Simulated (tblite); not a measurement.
C4H7O2 (doublet state).
Cartesian coordinates in Å at the GFN2-xTB level; atoms count from 1:
```
atom  x, y, z in Å
C1    -2.211    0.128    0.286
O2    -0.816    0.310    0.195
C3    -0.106   -0.689   -0.339
C4     1.307   -0.598   -0.473
C5     1.942    0.683    0.017
O6     1.956   -1.523   -0.964
H7    -2.615    1.035    0.733
H8    -2.454   -0.732    0.919
H9    -2.653   -0.023   -0.703
H10   -0.620   -1.582   -0.674
H11    1.727    0.819    1.074
H12    3.015    0.642   -0.138
H13    1.524    1.530   -0.523
```

Computed values, GFN2-xTB/tblite, gas phase, harmonic and unscaled. Against measured fundamentals such values can be off by several per cent, at times by over 20. One conformer, not necessarily the lowest. Open shells enter through the occupations alone, without spin polarisation, and single modes of such species can be off by tens of per cent.

Harmonic wavenumbers (cm⁻¹): 63.2, 63.7, 123.1, 162.6, 210.5, 343.3, 498.7, 501.2, 523.5, 666.7, 878.4, 991.9, 1007.8, 1024.4, 1110.5, 1124.0, 1230.4, 1248.1, 1371.7, 1393.4, 1426.1, 1453.7, 1455.4, 1457.7, 1460.0, 1610.8, 2945.3, 2959.1, 3027.3, 3034.6, 3035.7, 3048.3, 3068.6.

A = 8512, B = 2080, C = 1707 MHz; mass 87.045 u (most abundant isotopes); point group Cs, symmetry number 1; spin multiplicity 2.

Problem. Zero-point energy?

Solution. Half the sum of the wavenumbers: 22260 cm⁻¹ = 266.29 kJ/mol.

Problem. Entropy at 273.15 K, 1 bar (ideal gas, RRHO, classical rotation)?

Solution. Translation 162.74, rotation 110.90, vibration 79.06, spin (R ln 2) 5.76: S = 358.5 J/(mol K).

Problem. And Cp and H(273.15 K) − H(0)?

Solution. Cp = 106.76 J/(mol K), of which vibrations give 73.50 (their classical limit is 33 R = 274.4); H(273.15 K) − H(0) = 20.07 kJ/mol without the zero-point energy, 10.99 from vibrations.

Problem. Which modes carry the vibrational entropy at 273.15 K?

Solution. 63.2 cm⁻¹: 17.50; 63.7 cm⁻¹: 17.43; 123.1 cm⁻¹: 12.06; 162.6 cm⁻¹: 9.85; 210.5 cm⁻¹: 7.87; 343.3 cm⁻¹: 4.44 J/(mol K); the other 27 give 9.91 together.

Problem. What must be added to the electronic energy to get the Gibbs energy at 273.15 K and 1 bar?

Solution. ZPE + [H(273.15 K) − H(0)] − T·S = 266.29 + 20.07 − 97.91 = 188.45 kJ/mol.

Hindered rotation and anharmonicity are outside this model. Other conformers, if any are populated, would add a mixing term that is left out.
